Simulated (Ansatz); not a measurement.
# CH₃ClSi (SMILES C[Si]Cl): one structure at several levels

The task here is to estimate one member of a computed series from the others.

Program: Ansatz 0.2.0, Gaussian basis. Level of theory: single points in def2-TZVPP. These are calculated values, not measurements.

Correlated methods freeze the cores.

### Starting geometry

6 atoms, charge 0, spin multiplicity 1.

Atoms are counted from 1 here; the program's logs count them from 0.

Bond lengths: C1–Si2 1.937 Å, C1–H4 1.033 Å, C1–H5 1.103 Å, C1–H6 1.143 Å, Si2–Cl3 2.003 Å. Angles: Si2–C1–H4 109.6°, Si2–C1–H5 116.5°, Si2–C1–H6 113.4°, H4–C1–H5 114.1°, H4–C1–H6 98.7°, H5–C1–H6 103.0°, C1–Si2–Cl3 100.7°.

As a file:

```csv
atom,x (Å),y (Å),z (Å)
C1,-0.4380,0.4245,-0.1303
Si2,0.3093,-0.6555,1.2932
Cl3,1.8344,-1.5307,0.3341
H4,0.3052,1.0058,-0.5517
H5,-1.3630,0.9776,0.1053
H6,-0.7295,-0.1809,-1.0546
```

The first run:

run/in.yaml reads:

```yaml
crystal:
  periodic: [false, false, false]
  atoms:
    - {symbol: C, position_ang: [-0.438000, 0.424500, -0.130300]}
    - {symbol: Si, position_ang: [0.309300, -0.655500, 1.293200]}
    - {symbol: Cl, position_ang: [1.834400, -1.530700, 0.334100]}
    - {symbol: H, position_ang: [0.305200, 1.005800, -0.551700]}
    - {symbol: H, position_ang: [-1.363000, 0.977600, 0.105300]}
    - {symbol: H, position_ang: [-0.729500, -0.180900, -1.054600]}
basis:
  gaussian: {orbitals: def2-TZVPP}
correlation: {method: ccsd_t}
output: {forces: true}
```

The command line of these runs was not kept.

Steps of the session up to this table: CCSD(T)/def2-TZVPP; PBE0-D4/def2-TZVPP; wB97M-V/def2-TZVPP; r2SCAN-D4/def2-TZVPP; PBE-D4/def2-TZVPP; LC-wPBE/def2-TZVPP; revPBE-D4/def2-TZVPP.

One of the session's tables, all rows but one given; the rest of the session is left out.

| method | RMS force component (eV/Å) | angle to CCSD(T) forces (°) | dipole (D) |
| --- | --- | --- | --- |
| CCSD(T) | 1.186 | reference | 1.14 |
| PBE0-D4 | ? | ? | ? |
| wB97M-V | 1.184 | 2.2 | 1.17 |
| r2SCAN-D4 | 1.181 | 1.8 | 1.31 |
| PBE-D4 | 1.218 | 5.8 | 1.23 |
| LC-wPBE | 1.174 | 6.8 | 1.36 |
| revPBE-D4 | 1.237 | 7.0 | 1.23 |

**Question.** Estimate the row for PBE0-D4.

**Answer.** RMS force component (eV/Å): 1.182; angle to CCSD(T) forces (°): 2.1; dipole (D): 1.29. In the column «RMS force component (eV/Å)» it lies between r2SCAN-D4 (1.181) and wB97M-V (1.184).
